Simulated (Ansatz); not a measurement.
ClFSi, SMILES `F[Si]Cl`, relaxed with RKS PBE-D4/def2-SVP in Ansatz 0.2.0 from a rough embedded geometry. The force threshold is 0.03 eV/Å; the program also tests the step.

Total charge 0; spin multiplicity 1.

Start:

```xyz
3

F     1.250   -0.717   -0.373
Si    0.353    0.625    0.058
Cl   -1.603    0.092    0.314
```

```csv
step,energy (eV),largest force (eV/Å),largest move (Å)
1,-23098.6832,1.667,0.000
2,-23098.7554,0.954,0.131
3,-23098.7782,0.484,0.047
4,-23098.7858,0.097,0.017
5,-23098.7861,0.002,0.004
```

End:

```xyz
3

F     1.160   -0.722   -0.357
Si    0.416    0.687    0.059
Cl   -1.577    0.035    0.298
```

Run time 3 s (2 threads of an AMD EPYC 7R13 on a shared host); peak host memory 0.16 GiB.
